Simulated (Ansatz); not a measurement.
# A ladder of methods for SiF2 (SMILES F[Si]F)

SiF2: 3 atoms, total charge 0, spin state singlet. SMILES: `F[Si]F`. The coordinates come from a GFN2-xTB relaxation.

```xyz
3

Si    0.0042   -0.0077   -0.7448
F     1.1659   -0.0173    0.3806
F    -1.1702    0.0250    0.3642
```

Quantity: the energy change with the Si1–F2 bond stretched from 1.617 to 3.235 Å, in eV. The values are calculated.

| level | kind | program | value (eV) | less FCI/STO-3G | CPU time (all runs) |
| --- | --- | --- | --- | --- | --- |
| HF/STO-3G (restricted) | Hartree–Fock | Ansatz | 9.03 | +4.56 | 0.22 s |
| SVWN5/STO-3G (restricted) | LDA | Ansatz | 6.44 | +1.97 | 2.4 s |
| PBE/STO-3G (restricted) | GGA | Ansatz | 5.97 | +1.50 | 3.9 s |
| r2SCAN/STO-3G (restricted) | meta-GGA | Ansatz | 6.35 | +1.88 | 11 s |
| BHLYP/STO-3G (restricted) | global hybrid | Ansatz | 7.75 | +3.28 | 2.1 s |
| wB97M-V/STO-3G (restricted) | range-separated hybrid | Ansatz | 7.64 | +3.17 | 29 s |
| B2PLYP/STO-3G (restricted) | double hybrid | Ansatz | 6.09 | +1.62 | 3.1 s |
| CCSD(T)/STO-3G (restricted) | coupled cluster or CI | Ansatz | 4.38 | -0.09 | 0.48 s |
| CCSDT/STO-3G (restricted) | coupled cluster or CI | Ansatz | 4.49 | +0.02 | 1.2 s |
| FCI/STO-3G | exact in the basis | Ansatz | 4.47 | 0.00 | 1.1 s |

FCI/STO-3G is exact within its basis and frozen core, so for wave-function methods in that basis the difference is their error; functionals converge differently with the basis, so for them it is only a difference. A spin-restricted reference rises too steeply as a bond breaks; here HF/STO-3G, SVWN5/STO-3G, PBE/STO-3G, r2SCAN/STO-3G, BHLYP/STO-3G, wB97M-V/STO-3G, B2PLYP/STO-3G lie well above the multireference or unrestricted value. The first shape isn't each level's own minimum. The values span 4.38 to 9.03 eV. All rows use very small basis sets, so none should be taken for the real molecule's value. Times are those of the runs behind each value, whatever else they computed, on shared processors of several kinds: orders of magnitude only.
